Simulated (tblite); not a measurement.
Species: C4H7N2 (doublet state).
Geometry (GFN2-xTB, Å), atoms numbered from 1 in this order:
```
atom  x, y, z in Å
C1     2.092   -1.262    0.542
C2     1.665   -0.602   -0.487
C3     0.397    0.165   -0.613
N4     0.199    0.784   -1.687
C5    -0.532    0.133    0.583
N6    -1.817    0.713    0.233
H7     1.786   -1.495    1.537
H8     2.252   -0.548   -1.397
H9    -0.669    1.314   -1.720
H10   -0.591   -0.904    0.954
H11   -0.079    0.745    1.370
H12   -2.383    0.864    1.059
H13   -2.327    0.094   -0.390
```

All values are computed: GFN2-xTB (tblite) harmonic vibrations without scaling, gas phase. Errors from tens to a few hundred cm⁻¹ against measured bands are possible. One conformer, not necessarily the lowest. Open shells enter through the occupations alone, without spin polarisation, and single modes of such species can be off by tens of per cent.

Harmonic wavenumbers (cm⁻¹): 86.7, 104.3, 201.2, 255.5, 298.5, 419.7, 463.7, 523.6, 632.7, 737.3, 804.7, 824.1, 884.4, 928.2, 975.7, 1000.5, 1096.0, 1123.4, 1177.7, 1232.7, 1256.4, 1330.7, 1448.4, 1558.0, 1675.7, 1729.8, 2823.8, 2946.9, 3011.6, 3180.4, 3338.5, 3389.4, 3430.9.

A = 6569, B = 2675, C = 1945 MHz; mass 83.061 u (most abundant isotopes); point group C1, symmetry number 1; spin multiplicity 2.

**Question.** What is the zero-point energy?

**Answer.** ½Σν̃ = 22446 cm⁻¹ = 268.51 kJ/mol.

**Question.** What is S at 273.15 K and 1 bar for an ideal gas of classical rigid rotors and harmonic oscillators?

**Answer.** Translation 162.15, rotation 110.39, vibration 61.89, spin (R ln 2) 5.76: S = 340.2 J/(mol K).

**Question.** And Cp and H(273.15 K) − H(0)?

**Answer.** Cp = 107.01 J/(mol K), of which vibrations give 73.75 (their classical limit is 33 R = 274.4); H(273.15 K) − H(0) = 18.67 kJ/mol without the zero-point energy, 9.59 from vibrations.

**Question.** What must be added to the electronic energy to get the Gibbs energy at 273.15 K and 1 bar?

**Answer.** ZPE + [H(273.15 K) − H(0)] − T·S = 268.51 + 18.67 − 92.93 = 194.25 kJ/mol.

**Question.** Which modes carry the vibrational entropy at 273.15 K?

**Answer.** 86.7 cm⁻¹: 14.90; 104.3 cm⁻¹: 13.40; 201.2 cm⁻¹: 8.21; 255.5 cm⁻¹: 6.45; 298.5 cm⁻¹: 5.36; 419.7 cm⁻¹: 3.23 J/(mol K); the other 27 give 10.35 together.

**Question.** How do the functions run with temperature in this model?

**Answer.** 
```csv
T (K),S (J/(mol K)),Cp (J/(mol K)),H − H(0) (kJ/mol),G − H(0) (kJ/mol),ln q(vib)
150,287.7,72.2,7.67,-35.48,1.38
250,331.0,100.3,16.27,-66.48,2.87
298.15,349.9,114.2,21.44,-82.88,3.61
400,387.4,141.7,34.50,-120.45,5.22
600,453.2,183.0,67.25,-204.67,8.41
900,535.4,221.9,128.47,-353.41,12.99
```

q(vib) and H(0) count from the zero-point level.

**Question.** Blend soft modes into free rotors: weight 1/[1 + (100 cm⁻¹/ν̃)⁴] for the oscillator and the rest for a rotor with moment μB/(μ + B), μ = h/(8π²ν), B = 10⁻⁴⁴ kg m². What vibrational entropy results?

**Answer.** 59.33 J/(mol K) in place of 61.89, which changes −T·S at 273.15 K by +0.70 kJ/mol.

Hindered rotation and anharmonicity are outside this model. Other conformers, if any are populated, would add a mixing term that is left out. The structure is chiral; the term R ln 2 for an equal mix with its mirror image is left out.

On one thread of an Arm Neoverse V2, shared host with 32 logical CPUs at a one-minute load of 25, this took 0.21 s. The figure is for the frequency step alone.
